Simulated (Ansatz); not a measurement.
Job for Ansatz (an electronic-structure program): R-CCSD(T)/aug-cc-pV(T+d)Z on HCl (SMILES Cl). Files ending in .json are basis or fitting sets from the Basis Set Exchange.

Ansatz 0.2 input:
```yaml
crystal:
  periodic: [false, false, false]
  atoms:
    - {symbol: Cl, position_ang: [0.00000000, 0.00000000, 0.00000000]}
    - {symbol: H, position_ang: [1.27444789, 0.00000000, 0.00000000]}
basis:
  gaussian:
    orbitals: aug-cc-pV_T+d_Z.json
magnetization: {spin_polarized: false}
correlation: {method: ccsd_t, electrons: outside_noble_gas}
scf: {lower_state_search: off}
```

### Question
Give the final energy of this run.

### Answer
-460.3457 hartree (reference determinant -460.1087, T1 diagnostic 0.006).
